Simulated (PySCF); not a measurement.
# C2H4F2S (CHF2CH2SH): the cost of one run

Computed with PySCF 2.14.0, with density-fitted response routines of our own, on a single molecule in the gas phase. Atoms are numbered from 0 throughout.

### 1 Starting geometry

9 atoms, charge 0, multiplicity 1; geometry from: MMFF94s. The atoms were then displaced at random by about 0.03 Å, so the start is not that level's minimum.

Bonds of the start (Å): F0–C1 1.30, C1–F2 1.35, C1–C3 1.62, C3–S4 1.72, C1–H5 1.07, C3–H6 1.08, C3–H7 1.09, S4–H8 1.33.

### 2 Relaxing the molecule at PBE0-D3(BJ)/def2-SVP

Job settings and geometry (Å):

```
{"job": {"xc": "PBE0", "basis": "def2-SVP", "d3": "d3bj", "grid": 1, "shake": 0.03, "kind": "geom"}, "charge": 0, "multiplicity": 1}
F     -0.828540     1.137010    -0.714650
C     -0.935430     0.073680     0.023180
F     -1.252780     0.460340     1.275080
C      0.516380    -0.629270    -0.058860
S      1.812590     0.376510     0.462870
H     -1.747700    -0.531920    -0.332210
H      0.641300    -0.939780    -1.081850
H      0.445240    -1.515700     0.563470
H      1.481690     1.499690    -0.162670
```

Started as:

```bash
$ OMP_NUM_THREADS=1 python probes_run.py task.json out
```

This one command runs all jobs of the session in turn.

Q: Estimate the wall time and peak memory of this first job on 1 thread of Arm Neoverse V1, shared host.

About 24 s, with a peak of 0.38 GiB.
